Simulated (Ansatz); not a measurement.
Basis-set extrapolation for C4H7N (`C#CCNC`) (PBE0-D4/def2-TZVP geometry, frozen core, Ansatz). Multiplicity 1, RHF reference.

|  | def2-TZVPP | def2-QZVPP |
| --- | --- | --- |
| HF | -209.995652 | -210.005224 |
| MP2 correlation | -0.861362 | -0.917509 |
| CCSD(T) correlation | -0.936950 | not run |

Energies in hartree. Use E(X) = E(∞) + A·exp(−7.88·√X) for Hartree–Fock and E(X) = E(∞) + B·X^(−2.97) for correlation, with X = 3 and 4, and add CCSD(T) minus MP2 of the smaller set to the MP2 limit.

What is the CCSD(T) energy at the basis-set limit?

HF limit: -210.005224 + (-0.009572) × 0.13774 = -210.00654. MP2 limit: -0.917509 + (-0.056147) × 0.74074 = -0.95910. Higher-order term: -0.936950 − (-0.861362) = -0.07559. Total: -211.04123 hartree, 285.2 kJ/mol below CCSD(T)/def2-TZVPP.
